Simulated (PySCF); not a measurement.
## Spin-rotation constants: `O=[SH](=O)O`, H$_{2}$O$_{3}$S

Molfile (atoms numbered from 1):
```
H2O3S
     RDKit          3D

  6  5  0  0  0  0  0  0  0  0999 V2000
   -1.0691   -1.1932   -0.6269 O   0  0  0  0  0  0  0  0  0  0  0  0
   -0.4111   -0.0727   -0.0670 S   0  0  0  0  0  6  0  0  0  0  0  0
   -0.5565    1.2331   -0.6171 O   0  0  0  0  0  0  0  0  0  0  0  0
    1.1487   -0.3736    0.1055 O   0  0  0  0  0  0  0  0  0  0  0  0
   -0.7592   -0.0117    1.2731 H   0  0  0  0  0  0  0  0  0  0  0  0
    1.6504    0.4200   -0.0892 H   0  0  0  0  0  0  0  0  0  0  0  0
  1  2  2  0
  2  3  2  0
  2  4  1  0
  2  5  1  0
  4  6  1  0
M  END
```

Theory: GIAO HF/aug-pcSseg-1 magnetisability, rotational g tensor and spin-rotation constants, non-relativistic, gas phase in PySCF. Geometry: GFN2-xTB.

Problem. Give the nuclear spin-rotation constants along the inertial axes (H = +C I·J) beside the isotropic shieldings.

Solution. Rotational constants 9.3484, 8.6253, 4.9724 GHz. A star marks the isotopologue with that one atom substituted, in its own axes.
| atom | isotope | Caa (kHz) | Cbb (kHz) | Ccc (kHz) | mean (kHz) | σ (ppm) |
| --- | --- | --- | --- | --- | --- | --- |
| H5 | 1H | -0.814 | -0.780 | 0.470 | -0.375 | 21.8 |
| H6 | 1H | -0.083 | -0.585 | -0.593 | -0.420 | 26.6 |
| O1 | 17O* | -2.159 | -1.635 | -1.000 | -1.598 | 140.6 |
| S2 | 33S* | 3.369 | 2.753 | 2.162 | 2.761 | 250.2 |
| O4 | 17O* | -1.196 | -1.977 | -1.125 | -1.433 | 154.1 |

For the geometry as given, no vibrational averaging.

Problem. How do the rotational constants and the g tensor change when H5, H6 are replaced by deuterium?

Solution. Constants 8.9024, 7.7811, 4.7975 GHz; g -0.0762, -0.0425, -0.0487, against -0.0796, -0.0464, -0.0503 before.
